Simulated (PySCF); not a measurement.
# Which functional comes closest?

Molecule: `CN(C)P(C)C`, C4H12NP.

Atoms are numbered as in `[CH3:1][N:2]([CH3:3])[P:4]([CH3:5])[CH3:6]`; H(Xn) means a hydrogen on atom n.

Geometry PBE0-D3(BJ)/def2-SVP throughout; GIAO in PySCF 2.14, gas phase, one conformer, non-relativistic; equivalent atoms averaged; basis pcSseg-1.

Reference values (measured; E. Pretsch, P. Bühlmann, M. Badertscher, Structure Determination of Organic Compounds, 4th ed., Springer 2009): δ(P4) = 39.0 ppm vs 85 % H3PO4. Computed shifts are taken against H3PO4, calculated as an isolated molecule at each level.

How do the functionals KT2, KT3, B97-D, B3LYP, PBE0, mPW1PW91 perform against the reference? Times are CPU seconds on 1 thread of an Arm Neoverse V1, shared host; the GGAs took longer than the global hybrids here, which isn't the general rule, and the cause wasn't traced.

## Answers


```csv
functional,kind,P4,abs. error P,core-s
KT2,GGA,43.3,4.3,30
KT3,GGA,47.6,8.6,29
B97-D,GGA,55.0,16.0,29
B3LYP,global hybrid,49.9,10.9,18
PBE0,global hybrid,37.0,2.0,18
mPW1PW91,global hybrid,38.8,0.2,18
```

For 31P the closest is mPW1PW91 (0.2 ppm) and the furthest B97-D (16.0 ppm). One molecule is a small sample, and vibrational and solvent effects are absent from the calculation.
